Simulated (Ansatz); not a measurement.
A displaced shape of doublet C₂(-):

```
atom    x (Å)    y (Å)    z (Å)
   C   0.0016  -0.0170  -0.5867
   C  -0.0386  -0.0157   0.6060
```

It was optimised with PBE0/def2-SVP in Ansatz (development build ahead of 0.2.0) to forces under 0.001 eV/Å, with unrestricted orbitals. Each step stands on the lowest determinant of that kind that the program's search found.

**Question.** What shape does it relax to, and how does the optimisation go?

**Answer.**

```yaml
atoms:
  - { symbol: C, position_ang: [0.0028, -0.0170, -0.6237] }
  - { symbol: C, position_ang: [-0.0398, -0.0156, 0.6430] }
```

Bond lengths: C1–C2 1.267 Å.

```json
{"step": "1", "E − E(start) (eV)": "0.0000", "largest force (eV/Å)": "7.3154"}
{"step": "2", "E − E(start) (eV)": "-0.2511", "largest force (eV/Å)": "0.3860"}
{"step": "3", "E − E(start) (eV)": "-0.2521", "largest force (eV/Å)": "0.0465"}
{"step": "4", "E − E(start) (eV)": "-0.2521", "largest force (eV/Å)": "0.0004"}
```

The optimisation ended after 4 steps with its threshold met. Caution: no diffuse functions for an anion.
